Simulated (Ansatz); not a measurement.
## Two structures, one formula

Two relaxed structures of CH₃OSi (charge +1), singlet (PBE0-D4/def2-TZVP; forces vanish, vibrations not checked).

A:

O1  (-1.031, -0.585, -0.156)
C2  (0.138, -1.023, -0.053)
Si3  (0.138, 0.786, 0.068)
H4  (0.390, -2.086, -0.095)
H5  (0.329, 1.540, -1.174)
H6  (0.036, 1.367, 1.410)
(Å)

B:

| atom | x (Å) | y (Å) | z (Å) |
| --- | --- | --- | --- |
| O1 | -1.1103 | -0.2782 | -0.1452 |
| C2 | 0.0615 | 0.6913 | 0.0533 |
| Si3 | 0.2522 | -1.0867 | -0.0439 |
| H4 | 0.5741 | -2.5256 | -0.1035 |
| H5 | 0.2409 | 1.3176 | -0.8162 |
| H6 | 0.0321 | 1.1950 | 1.0154 |

Program: Ansatz 0.2.0. Basis: def2-TZVPP. Cores are frozen in the correlated methods. B3LYP uses VWN-RPA correlation.

Question: Which structure is lower at CCSD(T), and by how much? (Judge from chemistry; the value comes from the calculation.)

Answer: The calculation gives: A, by 44.8 kJ/mol (electronic energy, against the other). By their contacts, A is CH₃OSi ([CH]1[O][SiH2]1), total charge +1 and B is CH₃OSi ([CH2]1[O][SiH]1), total charge +1.

All methods give the same order:

```
   method  E(B) − E(A) (kJ/mol)
   PBE-D4                  28.7
r2SCAN-D4                  33.9
  PBE0-D4                  36.8
 B3LYP-D4                  39.7
  wB97M-V                  43.1
       HF                  77.3
      MP2                  37.9
     CCSD                  48.8
  CCSD(T)                  44.8
```

The T1 diagnostic stays at or below 0.021.

Labels in which every atom is bracketed show which atoms are joined, not bond orders.

For scale, one of the runs: CCSD(T)/def2-TZVPP, 146 basis functions, launched by `ansatz run in.yaml --threads 2 --pin off --events-out ev --progress --plain --max-ram 4352MiB`. Time: 12 s of wall clock on 2 CPU threads of an Arm Neoverse V1; the host was shared. Peak host memory: 0.85 GiB.
